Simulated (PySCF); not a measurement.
**r2SCAN/STO-3G run of CH4Si (SMILES C=[SiH2])**

Aim: the vertical singlet–triplet gap of CH4Si at r2SCAN/STO-3G, from 2 runs. Input form: a Python script.

The results are computed with PySCF 2.14.0.

5 further runs of the same task are left out: 5 set aside as unsound or not needed.

## 1. The structure to begin with

CH4Si: 6 atoms, total charge 0, spin state singlet. SMILES: `C=[SiH2]`. The shape is that of a GFN2-xTB optimisation.

Bond lengths: C1–Si2 1.748 Å, C1–H3 1.077 Å, C1–H4 1.077 Å, Si2–H5 1.458 Å, Si2–H6 1.458 Å. Angles: C1–Si2–H5 124.5°, C1–Si2–H6 124.6°, Si2–C1–H3 122.4°, Si2–C1–H4 122.5°, H5–Si2–H6 110.9°, H3–C1–H4 115.0°.

## 2. The energy at r2SCAN/STO-3G

Input file start.xyz:

```xyz
6

C     -0.738690    -0.547160    -0.265100
Si     0.611270     0.451760     0.218260
H     -1.408510    -0.996610     0.448130
H     -0.962920    -0.758160    -1.296740
H      0.952980     0.765970     1.600750
H      1.545870     1.084200    -0.705300
```

Input file job.py:

```python
from pyscf import gto, dft

mol = gto.Mole()
mol.atom = 'start.xyz'
mol.charge = 0
mol.verbose = 3
mol.spin = 0
mol.basis = 'sto-3g'
mol.max_memory = 1860
mol.build()

ks = dft.RKS(mol, xc='r2scan')
ks.conv_tol = 1e-10
ks.grids.level = 5
ks.kernel()
if not ks.converged:
    ks = ks.newton().run(ks.mo_coeff, ks.mo_occ)

e_tot = ks.e_tot
print('Final energy', e_tot)
```

Launch:

```
$ OMP_NUM_THREADS=1 python job.py
```

Standard output:

```text
converged SCF energy = -326.030522005799
Final energy -326.03052200579907
```

It took 3.3 s on 1 thread of Arm Neoverse V2, shared host; peak memory 0.2 GiB.

## 3. The triplet at the same level

Input file run.py:

```python
from pyscf import gto, dft

molecule = gto.M(
    atom='''
C     -0.738690    -0.547160    -0.265100
Si     0.611270     0.451760     0.218260
H     -1.408510    -0.996610     0.448130
H     -0.962920    -0.758160    -1.296740
H      0.952980     0.765970     1.600750
H      1.545870     1.084200    -0.705300
''',
    charge=0,
    basis='sto-3g',
    spin=2,
    max_memory=1860,
    verbose=3,
)

mf = dft.UKS(molecule, xc='r2scan')
mf.conv_tol = 1e-10
mf.grids.level = 5
mf.kernel()
if not mf.converged:
    mf = mf.newton().run(mf.mo_coeff, mf.mo_occ)

etot = mf.e_tot
print('Final energy', etot)
```

Launch:

```
$ OMP_NUM_THREADS=1 python run.py
```

Standard output:

```text
WARN: HOMO -0.00653531598434021 >= LUMO -0.216315918665232

WARN: HOMO 0.0323854424165709 >= LUMO 0.00792909220816995

WARN: HOMO 0.019163089600446 >= LUMO -0.0116383997105441

WARN: HOMO 0.0195757184023112 >= LUMO -0.0066462499002603

WARN: HOMO 0.018388754623165 >= LUMO -0.00731416220976877

WARN: HOMO 0.0187024007494987 >= LUMO -0.00703346065255506

WARN: HOMO 0.0186657745836937 >= LUMO -0.00703669640395443

WARN: HOMO 0.0186653297476679 >= LUMO -0.00703749966390088

WARN: HOMO 0.0186654324825171 >= LUMO -0.00703734204594786

converged SCF energy = -325.929497088865  <S^2> = 2.0113735  2S+1 = 3.0075728
Final energy -325.92949708886505
```

Wall time 5.1 s (1 thread of Arm Neoverse V2, shared host); peak memory 0.21 GiB.

## 4. Outcome

Level: r2SCAN/STO-3G.

| quantity | value |
| --- | --- |
| singlet: total energy | -326.03052 Eh |
| singlet: dipole moment | 0.77 D |
| singlet: HOMO energy | -2.63 eV |
| singlet: LUMO energy | 2.18 eV |
| singlet: HOMO–LUMO gap | 4.81 eV |
| triplet: total energy | -325.92950 Eh |
| triplet: dipole moment | 0.38 D |
| triplet: HOMO energy (highest over α and β) | 0.51 eV |
| triplet: ⟨S²⟩ | 2.011 |
| vertical energy of the triplet above the singlet | 2.749 eV |

What this shows: At this shape the triplet lies 2.75 eV (265 kJ/mol) above the singlet. In a minimal basis such a difference can be off by several eV, whatever the method.
